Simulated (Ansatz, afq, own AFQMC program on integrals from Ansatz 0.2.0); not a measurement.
Integrals from Ansatz 0.2.0, then the random walk in our own AFQMC program (afq).

```yaml
crystal:
  periodic: [false, false, false]
  atoms:
    - {symbol: B, position_ang: [0.000579, 0.023076, -0.023381]}
    - {symbol: H, position_ang: [-0.015004, 0.884503, 0.826452]}
    - {symbol: H, position_ang: [-0.029269, -1.166709, 1.182089]}
    - {symbol: H, position_ang: [0.021902, 0.873043, -0.884552]}
    - {symbol: H, position_ang: [0.016162, -0.838350, -0.873213]}
basis:
  gaussian: {orbitals: cc-pVDZ}
total_charge: 1
magnetization: {spin_polarized: false}
correlation: {method: ccsd_t, electrons: outside_noble_gas, hamiltonian_folder: ham}
```

```sh
$ ansatz run in.yaml --threads 1 --pin off --events-out ev --progress --plain --max-ram 16896MiB --backend cuda --devices 0, --max-vram 18GiB
```

afq runs on the folder ham with

```
--method phaseless --trial cisd --walkers 20 --populations 1 --least-time 40 --time-step 0.01 --steps-per-block 25 --equilibration-blocks 24 --max-blocks 160 --target-error 0.00116 --factor-cut 1e-05 --seed 3140 --taylor-order 8
```

Times are imaginary, in 1/Eh. The walk had a cap of 60 s.

afq prints:

```
orbitals 33  electrons 3 3  factors 256 of 305
reference energy -26.50423013 Eh
CCSD correlation -0.14026520 Eh in 10 cycles, weight of the determinant in the CISD state 0.9028
energy of the start -26.644486 Eh
 block  time / (1/Eh)  mean weight  energy / Eh
     1     0.250  1.0000  -26.643719
     2     0.500  1.0032  -26.644378
     3     0.750  0.9946  -26.645653
     4     1.000  1.0041  -26.647383
     5     1.250  1.0009  -26.648390
     8     2.000  1.0039  -26.647904
    13     3.250  0.9998  -26.648832
    25     6.250  0.9979  -26.647140
    37     9.250  1.0062  -26.647025
    49    12.250  0.9976  -26.646695
    61    15.250  0.9991  -26.648914
    73    18.250  0.9927  -26.646390
    85    21.250  1.0059  -26.658703
    97    24.250  1.0027  -26.645663
   109    27.250  1.0039  -26.646271
   121    30.250  0.9976  -26.644836
   133    33.250  1.0014  -26.652788
   145    36.250  1.0003  -26.648450
   157    39.250  0.9946  -26.648450
   169    42.250  0.9958  -26.647948
   181    45.250  1.0023  -26.645569
blocks merged  error / Eh  count
     1  0.000190  160
     2  0.000240  80
     4  0.000292  40
     8  0.000305  20
    16  0.000314  10
energy -26.648375 +/- 0.000305 Eh
(rows thinned)
```

The run passed its tests (sampling time, drift between the halves within three errors, error under three times the target), which doesn't prove that it has relaxed.

Against this walk (error 8.3 meV) on the same determinant: CCSD(T) 10.8 meV higher (within the noise), CCSDT(Q) 13.9 meV lower (within the noise), CCSDTQ 15.0 meV lower (within the noise), full CI 15.2 meV lower (within the noise), a separate phaseless walk with a CISD trial and standard settings 1.6 ± 8.5 meV lower (within the noise). The error is statistical and leaves out the bias of the constraint.

Cautions: constraint bias not in the error; restricted determinant unstable towards unrestricted (UHF 65 meV lower, ⟨S²⟩ 0.28); so few walkers bias the energy; the time-step error isn't removed.

The walk took 19 s on 1 × NVIDIA H100 80GB HBM3 with 2 threads of AMD EPYC 7R13 Processor (Zen 3), with other jobs on the host (the card was shared). The log's last line is the phaseless energy.

CCSDT and higher add their correlation energy to the determinant of the CCSD(T) run, since their own runs factorise the integrals more tightly (a shift of under 2 meV). A walk keeps the symmetry of its determinant, which the program's search chose and which needn't be the lowest solution, so a lower state of the same spin and another symmetry isn't excluded.
